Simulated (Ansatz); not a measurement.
Basis-set extrapolation for `OC/N=C\F` (PBE0-D4/def2-TZVP geometry, frozen core, Ansatz 0.2.0). Multiplicity 1, RHF reference.

|  | def2-TZVPP | def2-QZVPP |
| --- | --- | --- |
| HF | -306.917709 | -306.931611 |
| MP2 correlation | -1.012421 | -1.091416 |
| CCSD(T) correlation | -1.072166 | not run |

Energies in hartree. Use E(X) = E(∞) + A·exp(−7.88·√X) for Hartree–Fock and E(X) = E(∞) + B·X^(−2.97) for correlation, with X = 3 and 4, and add CCSD(T) minus MP2 of the smaller set to the MP2 limit.

**Question.** What is the CCSD(T) energy at the basis-set limit?

**Answer.** HF limit: -306.931611 + (-0.013902) × 0.13774 = -306.93353. MP2 limit: -1.091416 + (-0.078995) × 0.74074 = -1.14993. Higher-order term: -1.072166 − (-1.012421) = -0.05974. Total: -308.14320 hartree, 402.6 kJ/mol below CCSD(T)/def2-TZVPP.
